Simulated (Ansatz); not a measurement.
Reaction (substitution at a C–C bond): `CC(C)(Cl)Cl` + `C#CS` → `C#CSC` + `CC(Cl)Cl`

Gas-phase electronic energies from Ansatz, PBE0-D4/def2-TZVP geometries. CCSD(T)/CBS is the MP2 limit (def2-TZVPP, def2-QZVPP) plus CCSD(T) − MP2 in def2-TZVPP, frozen cores. This one scheme is used for every species. DFT in def2-TZVPP. One conformer a species, not always the lowest.

```csv
level,ΔE (kcal/mol)
r2SCAN0-D4,2.7
BHLYP,1.7
HF/def2-SVP,4.8
CCSD/def2-TZVPP,3.8
```

Task: What does CCSD(T)/CBS give? (Best estimate.)

Result: Ansatz gave: +3.6 kcal/mol. The listed levels differ from it by -0.9, -1.9, 1.2, 0.2 kcal/mol.

Largest T1 diagnostic among the species: 0.013.

Leaving LDA and LC-ωPBE aside and taking each functional with its dispersion term where it has one, the values, not all of them listed here, spread over 1.7 kcal/mol, from BLYP-D4 to ωB97M-V. LDA lies +3.1 kcal/mol from PBE without D4. From BLYP to BHLYP (50 % exact exchange), in def2-TZVPP and without D4, ΔE moves by +1.7 kcal/mol. In def2-TZVPP, CCSD(T) changes the Hartree–Fock value by +2.5 kcal/mol (the triples alone add +0.2 kcal/mol) and MP2 by +2.6 kcal/mol.
